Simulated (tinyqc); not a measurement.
Worked calculation: RKS/PBE in the sto-3g basis, for HF, spin multiplicity 1. One step of it, computed by the program tinyqc.

Task: Iteration 2: DIIS coefficients. Solve [B -1; -1 0][c; lambda] = [0; -1] for the coefficients, which sum to one.

B (overlaps of the stored error matrices):
```
,1,2
1,6.0512070e+01,-5.9958464e-02
2,-5.9958464e-02,3.7148025e-01
```

Give: DIIS coefficients.

Result:

DIIS coefficients: 0.007  0.993
